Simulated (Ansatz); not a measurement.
# BH6Si: the cost of one run

Computed with Ansatz 0.2.0, Gaussian basis. Level: PBE0-D4/def2-SVP, unrestricted.

10 further runs of the same task are left out: 10 set aside as unsound or not needed.

## (1) Where the work starts

The first end: 8 atoms, charge 0, spin multiplicity 2.

Atoms are counted from 1 here; the program's logs count them from 0.

Bond lengths: H1–B2 1.284 Å, H1–Si3 1.713 Å, B2–Si3 2.146 Å, B2–H4 1.194 Å, B2–H5 1.194 Å, B2–H7 1.256 Å, Si3–H6 1.488 Å, Si3–H8 1.488 Å. Angles: B2–H1–Si3 90.3°, H1–B2–Si3 53.0°, H1–B2–H4 104.7°, H1–B2–H5 104.7°, H1–B2–H7 108.3°, Si3–B2–H4 118.3°, Si3–B2–H5 118.3°, Si3–B2–H7 55.3°, H4–B2–H5 123.2°, H4–B2–H7 107.6°, H5–B2–H7 107.6°, H1–Si3–B2 36.8°, H1–Si3–H6 120.8°, H1–Si3–H8 120.8°, B2–Si3–H6 107.0°, B2–Si3–H8 107.0°, H6–Si3–H8 113.4°.

Geometry (Å):

```xyz
8
BH6Si
H    -0.6610   -0.8879    0.4675
B    -0.9354    0.2604   -0.0377
Si    1.0088   -0.6178    0.1957
H    -1.3843    0.8919    0.8710
H    -1.5508    0.0155   -1.0314
H     1.7899    0.2843    1.0849
H     0.1415    0.8061   -0.3832
H     1.5914   -0.7524   -1.1670
```

The second end:

```xyz
8
BH6Si
H     0.1651   -1.7736    0.8011
B    -0.9806    0.6486   -0.2123
Si    0.7122   -0.5298    0.1811
H    -1.4431    1.0405    0.8152
H    -1.6119    0.1605   -1.0990
H     1.6184    0.1576    1.1299
H     0.1146    1.1529   -0.5408
H     1.4252   -0.8568   -1.0753
```

## (2) The band at PBE0-D4/def2-SVP

Contents of neb/in.yaml:

```yaml
crystal:
  periodic: [false, false, false]
  atoms:
    - {symbol: H, position_ang: [-0.661033, -0.887906, 0.467535]}
    - {symbol: B, position_ang: [-0.935386, 0.260357, -0.037683]}
    - {symbol: Si, position_ang: [1.008788, -0.617757, 0.195696]}
    - {symbol: H, position_ang: [-1.384290, 0.891943, 0.870998]}
    - {symbol: H, position_ang: [-1.550834, 0.015477, -1.031368]}
    - {symbol: H, position_ang: [1.789895, 0.284270, 1.084912]}
    - {symbol: H, position_ang: [0.141490, 0.806054, -0.383189]}
    - {symbol: H, position_ang: [1.591370, -0.752438, -1.167001]}
basis:
  gaussian: {orbitals: def2-SVP}
magnetization: {spin_polarized: true, initial_magnetization: 1}
hamiltonian: {xc: pbe0, dispersion: d4}
neb:
  images: 5
  climbing: true
  max_iterations: 40
  initial_path: idpp
  final_atoms:
    - {symbol: H, position_ang: [0.165098, -1.773564, 0.801148]}
    - {symbol: B, position_ang: [-0.980593, 0.648614, -0.212289]}
    - {symbol: Si, position_ang: [0.712224, -0.529808, 0.181122]}
    - {symbol: H, position_ang: [-1.443072, 1.040476, 0.815202]}
    - {symbol: H, position_ang: [-1.611897, 0.160490, -1.099042]}
    - {symbol: H, position_ang: [1.618407, 0.157608, 1.129850]}
    - {symbol: H, position_ang: [0.114603, 1.152938, -0.540812]}
    - {symbol: H, position_ang: [1.425230, -0.856755, -1.075278]}
```

Run with:

```bash
$ ansatz run in.yaml --threads 2 --pin off --events-out ev --progress --plain --max-ram 4352MiB
```

**Question.** How long does this run take on 2 threads of Arm Neoverse V2, shared host?

About 52 s.
